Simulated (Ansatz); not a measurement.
`OC1=CN1` → 2 C• + 3 H• + N• + O•  (atomization)

Gas-phase electronic energies from Ansatz, PBE0-D4/def2-TZVP geometries. CBS: MP2 limit from def2 TZ/QZ plus the TZ coupled-cluster correction, frozen cores. This one scheme is used for every species, atoms too. Functionals use def2-TZVPP. Open shells (•) are unrestricted, without spin–orbit coupling. Spin–orbit coupling would lower the free atoms: a little for C, O. Each species was taken in one conformer, which may not be the lowest.

```json
{"level": "BLYP-D4", "ΔE (eV)": "28.23"}
{"level": "HF/CBS(def2)", "ΔE (eV)": "17.12"}
```

Problem. What does CCSD(T)/CBS give? (Best estimate.)

Solution. Ansatz gave: +27.65 eV. The listed levels differ from it by 0.58, -10.53 eV.

Largest T1 diagnostic among the species: 0.014.

Leaving LDA and LC-ωPBE aside and taking each functional with its dispersion term where it has one, the values, not all of them listed here, spread over 3.23 eV, from BHLYP-D4 to PBE-D4. LDA lies +4.37 eV from PBE without D4, its usual overbinding. The D4 term adds +0.16 eV with B3LYP and +0.08 eV with PBE0; it sums over pairs of atoms, weighted by their polarisabilities, and B3LYP, whose exchange is more repulsive, gets the larger term.

B3LYP here is the variant with VWN-RPA as its local correlation; programs differ in this.

For atomizations the MP2-based limit and the directly extrapolated one differ by several kJ/mol either way, and by 10 to 25 for some Ge, Se and Sn compounds, so smaller differences from it don't rank the levels.
